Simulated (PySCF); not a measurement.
Gas-phase reaction: 3 N₂ + 5 H₃SiNH₂ ⇌ 3 HSiNH₂ + 2 Si(NH₂)₄

Method: PySCF energies plus ideal-gas RRHO corrections (1 bar). † marks an energy on the PBE0/def2-TZVP geometry and frequencies. MP2 freezes the core. All species are closed-shell singlets. H₃SiNH₂, HSiNH₂, Si(NH₂)₄: computed as isolated molecules; such fragments, hydroxides, amides, oligomers or adducts are transient or little studied in the gas. MP2 isn't extrapolated to the basis-set limit.

PBE/def2-TZVP† gives ΔH°(298 K) = -192 kJ.

What do LDA/def2-TZVP†, r2SCAN/def2-TZVP†, MP2/def2-TZVPP† give?

LDA/def2-TZVP†: -454 kJ; r2SCAN/def2-TZVP†: -194 kJ; MP2/def2-TZVPP†: -134 kJ. For scale, ΔH°(298 K) is -192 kJ at this level, -194 kJ at ωB97M-V/def2-TZVP†, and runs from -454 to 125 kJ over the 18 levels computed.
